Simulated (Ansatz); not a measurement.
## Ansatz (development build ahead of 0.2.0) run

```yaml
crystal:
  periodic: [false, false, false]
  atoms:
    - { symbol: C, position_ang: [1.39, 0.0, 0.0] }
    - { symbol: C, position_ang: [0.695, 1.20378, 0.0] }
    - { symbol: C, position_ang: [-0.695, 1.20378, 0.0] }
    - { symbol: C, position_ang: [-1.39, 0.0, 0.0] }
    - { symbol: C, position_ang: [-0.695, -1.20378, 0.0] }
    - { symbol: C, position_ang: [0.695, -1.20378, 0.0] }
    - { symbol: H, position_ang: [-1.2375, 2.14341, 0.0] }
    - { symbol: H, position_ang: [-2.475, 0.0, 0.0] }
    - { symbol: H, position_ang: [-1.2375, -2.14341, 0.0] }
    - { symbol: H, position_ang: [1.2375, -2.14341, 0.0] }
basis:
  gaussian: { orbitals: def2-TZVP }
magnetization:
  spin_polarized: true
hamiltonian:
  xc: hf
```

The input is written out in the form of the current development build from the run's settings.

The run gave:

* Converged: yes
* Total energy: -229.50303 hartree
* Spin squared of the determinant: 1.662
* Stability test: minimum

Caution: the unrestricted determinant is a mixture of spin states.
